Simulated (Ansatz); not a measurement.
Basis-set extrapolation for ClFH2Si, SMILES `F[SiH2]Cl` (PBE0-D4/def2-TZVP geometry, frozen core, Ansatz). Multiplicity 1, RHF reference.

```csv
,def2-TZVPP,def2-QZVPP
HF,-849.225694,-849.252938
MP2 correlation,-0.561041,-0.615318
CCSD(T) correlation,-0.610776,-0.664444
```

Energies in hartree. Use E(X) = E(∞) + A·exp(−7.88·√X) for Hartree–Fock and E(X) = E(∞) + B·X^(−2.97) for correlation, with X = 3 and 4.

Problem. What is the CCSD(T) energy at the basis-set limit?

Solution. HF limit: -849.252938 + (-0.027244) × 0.13774 = -849.25669. Correlation limit: -0.664444 + (-0.053668) × 0.74074 = -0.70420. Total: -849.96089 hartree, 326.7 kJ/mol below CCSD(T)/def2-TZVPP.
